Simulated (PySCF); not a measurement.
# [P2H3]− (SMILES [PH-]P): CISD/STO-6G

What is the vertical singlet–triplet gap of [P2H3]− at CISD/STO-6G? 

The results are computed with PySCF 2.14.0.

19 further runs of the same task are left out: 6 that didn't finish, 13 set aside as unsound or not needed.

## Step 1: The molecule

[P2H3]− has 5 atoms, charge -1, and is taken as a singlet. As SMILES, `[PH-]P`. The shape is that of a GFN2-xTB optimisation. This is one conformer, not always the lowest.

Bond lengths: P1–P2 2.086 Å, P1–H3 1.369 Å, P2–H4 1.401 Å, P2–H5 1.400 Å. Angles: P1–P2–H4 101.9°, P1–P2–H5 101.8°, P2–P1–H3 90.4°, H4–P2–H5 88.6°.

## Step 2: A single-point energy at CISD/STO-6G

calc.py

```python
# [PH-]P
from pyscf import gto, ci

molecule = gto.Mole()
molecule.atom = '''
P    0.790170  -1.109400   0.143810
P   -0.477530   0.546260   0.076070
H    0.279530  -1.462550   1.364400
H   -0.983870   0.470170  -1.228180
H    0.391690   1.555520  -0.356110
'''
molecule.basis = 'sto-6g'
molecule.max_memory = 1860
molecule.verbose = 4
molecule.charge = -1
molecule.build()

calc0 = molecule.RHF()
calc0.conv_tol = 1e-10
calc0.kernel()
if not calc0.converged:
    calc0 = calc0.newton().run(calc0.mo_coeff, calc0.mo_occ)

cisd = ci.CISD(calc0, frozen=10)
cisd.kernel()
etot = cisd.e_tot
print('Final energy', etot)
```

The run is started by

```
OMP_NUM_THREADS=1 python calc.py
```

Log:

```text
PySCF version 2.14.0

[INPUT] num. atoms = 5
[INPUT] num. electrons = 34
[INPUT] charge = -1
[INPUT] spin (= nelec alpha-beta = 2S) = 0
[INPUT] symmetry False subgroup None
[INPUT] Mole.unit = angstrom
[INPUT] Symbol           X                Y                Z      unit          X                Y                Z       unit  Magmom
[INPUT]  1 P      0.790170000000  -1.109400000000   0.143810000000 AA    1.493204891848  -2.096462162592   0.271761513974 Bohr   0.0
[INPUT]  2 P     -0.477530000000   0.546260000000   0.076070000000 AA   -0.902400916264   1.032281792805   0.143751466296 Bohr   0.0
[INPUT]  3 H      0.279530000000  -1.462550000000   1.364400000000 AA    0.528235143600  -2.763818943483   2.578342324357 Bohr   0.0
[INPUT]  4 H     -0.983870000000   0.470170000000  -1.228180000000 AA   -1.859244842176   0.888492531987  -2.320923831668 Bohr   0.0
[INPUT]  5 H      0.391690000000   1.555520000000  -0.356110000000 AA    0.740186825731   2.939506781283  -0.672950370219 Bohr   0.0

nuclear repulsion = 83.7338798520261
number of shells = 13
number of NR pGTOs = 126
number of NR cGTOs = 21
basis = sto-6g
ecp = {}

******** <class 'pyscf.scf.hf.RHF'> ********
method = RHF
initial guess = minao
damping factor = 0
level_shift factor = 0
DIIS = <class 'pyscf.scf.diis.CDIIS'>
diis_start_cycle = 1
diis_space = 8
diis_damp = 0
SCF conv_tol = 1e-10
SCF conv_tol_grad = None
SCF max_cycles = 50
direct_scf = True
direct_scf_tol = 1e-13
Set gradient conv threshold to 1e-05
Initial guess from minao.
init E= -680.435536041786
  HOMO = -0.103106856625824  LUMO = 0.286809652549897  gap/eV = 10.61017
cycle= 1 E= -680.539805877502  delta_E= -0.104  |g|= 0.309  |ddm|= 2.81
  HOMO = 0.233138222048816  LUMO = 0.70409998813843  gap/eV = 12.81552
cycle= 2 E= -680.589679852149  delta_E= -0.0499  |g|= 0.0463  |ddm|= 0.701
  HOMO = 0.157814155469764  LUMO = 0.728250550490761  gap/eV = 15.52236
cycle= 3 E= -680.591057603364  delta_E= -0.00138  |g|= 0.0142  |ddm|= 0.115
  HOMO = 0.156925232003589  LUMO = 0.726571394263187  gap/eV = 15.50086
cycle= 4 E= -680.591255968682  delta_E= -0.000198  |g|= 0.00422  |ddm|= 0.0509
  HOMO = 0.156287045913771  LUMO = 0.728412879329021  gap/eV = 15.56834
cycle= 5 E= -680.591277435508  delta_E= -2.15e-05  |g|= 0.000512  |ddm|= 0.0218
  HOMO = 0.156340581851067  LUMO = 0.728410916410706  gap/eV = 15.56683
cycle= 6 E= -680.591277755646  delta_E= -3.2e-07  |g|= 0.000113  |ddm|= 0.0026
  HOMO = 0.156322243571964  LUMO = 0.728410242122512  gap/eV = 15.56731
cycle= 7 E= -680.591277769117  delta_E= -1.35e-08  |g|= 8.76e-06  |ddm|= 0.000602
  HOMO = 0.156320740468637  LUMO = 0.728413075879121  gap/eV = 15.56743
cycle= 8 E= -680.591277769173  delta_E= -5.59e-11  |g|= 1.04e-06  |ddm|= 3.04e-05
  HOMO = 0.156320760459112  LUMO = 0.728413037915141  gap/eV = 15.56742
Extra cycle  E= -680.591277769172  delta_E= 7.96e-13  |g|= 3.5e-07  |ddm|= 2.91e-06
converged SCF energy = -680.591277769172

******** <class 'pyscf.ci.cisd.RCISD'> ********
CISD nocc = 7, nmo = 11
frozen orbitals 10
max_cycle = 50
direct = 0
conv_tol = 1e-09
max_cycle = 50
max_space = 12
lindep = 0
nroots = 1
Init t2, MP2 energy = -0.0558328846508018
RCISD converged
E(RCISD) = -680.6674701656844  E_corr = -0.07619239651263152
Final energy -680.6674701656844
```

It took 1.2 s on 1 thread of Arm Neoverse V1, shared host; peak memory 0.11 GiB.

## Step 3: The triplet, same level

input.py

```python
from pyscf import gto, scf, ci

mol = gto.Mole()
mol.atom = '''
P      0.790170    -1.109400     0.143810
P     -0.477530     0.546260     0.076070
H      0.279530    -1.462550     1.364400
H     -0.983870     0.470170    -1.228180
H      0.391690     1.555520    -0.356110
'''
mol.basis = 'sto-6g'
mol.charge = -1
mol.max_memory = 1860
mol.verbose = 3
mol.spin = 2
mol.build()

mf = scf.UHF(mol)
mf.conv_tol = 1e-10
mf.kernel()
if not mf.converged:
    mf = mf.newton().run(mf.mo_coeff, mf.mo_occ)

cisd = ci.CISD(mf, frozen=10)
cisd.kernel()
e_final = cisd.e_tot
print('E(%s) = %.9f' % ('CISD', e_final))
```

The run is started by

```
OMP_NUM_THREADS=1 python input.py
```

Log:

```text
WARN: HOMO 0.286809652549897 >= LUMO -0.103106856625824

converged SCF energy = -680.385348299736  <S^2> = 2.0100714  2S+1 = 3.0067067
E(UCISD) = -680.4470410577121  E_corr = -0.06169275797631003
E(CISD) = -680.447041058
```

It took 1.1 s on 1 thread of Arm Neoverse V1, shared host; peak memory 0.099 GiB.

## Step 4: Outcome

At CISD/STO-6G, 10 core orbitals frozen:

| quantity | value |
| --- | --- |
| singlet: total energy | -680.66747 Eh |
| singlet: HOMO energy (Hartree–Fock orbitals) | 4.25 eV |
| singlet: LUMO energy (Hartree–Fock orbitals) | 19.82 eV |
| singlet: HOMO–LUMO gap (to an unbound level, set by the basis) | 15.57 eV |
| singlet: correlation energy (10 core orbitals frozen) | -76.2 mEh |
| triplet: total energy | -680.44704 Eh |
| triplet: HOMO energy (Hartree–Fock orbitals) (highest over α and β) | 10.32 eV |
| triplet: LUMO energy (Hartree–Fock orbitals) (lowest over α and β) | 15.39 eV |
| triplet: correlation energy (10 core orbitals frozen) | -61.7 mEh |
| triplet: ⟨S²⟩ of the reference determinant | 2.010 |
| vertical energy of the triplet above the singlet | 5.998 eV |

**Reading.** At this shape the triplet lies 6.00 eV (138 kcal/mol) above the singlet. For an anion a state so high probably lies above electron detachment. In a minimal basis such a difference can be off by several eV, whatever the method. Mulliken charges (singlet) of the mean-field density run from -0.38 on P1 to +0.10 on P2. The HOMO (singlet) lies at positive energy, 4.25 eV: the electron is unbound at this level or held by a compact basis; values depend on the basis. Mulliken charges (triplet) of the mean-field density run from -0.27 on H3 to -0.05 on P2. The HOMO (triplet) lies at positive energy, 10.32 eV: the electron is unbound at this level or held by a compact basis; values depend on the basis.
